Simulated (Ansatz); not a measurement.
We consider hcp Mg, described by PBE in Ansatz (plane waves, PAW).

Settings: plane-wave cutoff 520 eV, 16×16×10 k mesh (along the axes of the cell as run), Fermi–Dirac smearing 0.1 eV, perturbation theory, force constants from a 4×4×2 q mesh, scalar-relativistic PAW data made under PBE.

Computed at the level's own relaxed cell. Harmonic vibrational thermodynamics at fixed volume:

```tsv
T (K)	S_vib (J/K per mol of atoms)	C_V (J/K per mol of atoms)	F_vib (eV/atom)
100	9.58	15.66	0.0280
200	___	___	___
300	___	___	___
400	___	___	___
700	___	___	___
800	___	___	___
1000	___	___	___
```

Complete the blanks.


- 200, S_vib (J/K per mol of atoms): 22.93
- 200, C_V (J/K per mol of atoms): 21.97
- 200, F_vib (eV/atom): 0.0107
- 300, S_vib (J/K per mol of atoms): 32.20
- 300, C_V (J/K per mol of atoms): 23.55
- 300, F_vib (eV/atom): -0.0181
- 400, S_vib (J/K per mol of atoms): 39.07
- 400, C_V (J/K per mol of atoms): 24.14
- 400, F_vib (eV/atom): -0.0552
- 700, S_vib (J/K per mol of atoms): 52.76
- 700, C_V (J/K per mol of atoms): 24.68
- 700, F_vib (eV/atom): -0.1999
- 800, S_vib (J/K per mol of atoms): 56.06
- 800, C_V (J/K per mol of atoms): 24.74
- 800, F_vib (eV/atom): -0.2563
- 1000, S_vib (J/K per mol of atoms): 61.58
- 1000, C_V (J/K per mol of atoms): 24.81
- 1000, F_vib (eV/atom): -0.3784

The crystal is taken as a harmonic solid at every temperature: melting, phase changes and thermal expansion are not seen, nor the electrons' share in a metal.

Ansatz is a first-principles code.
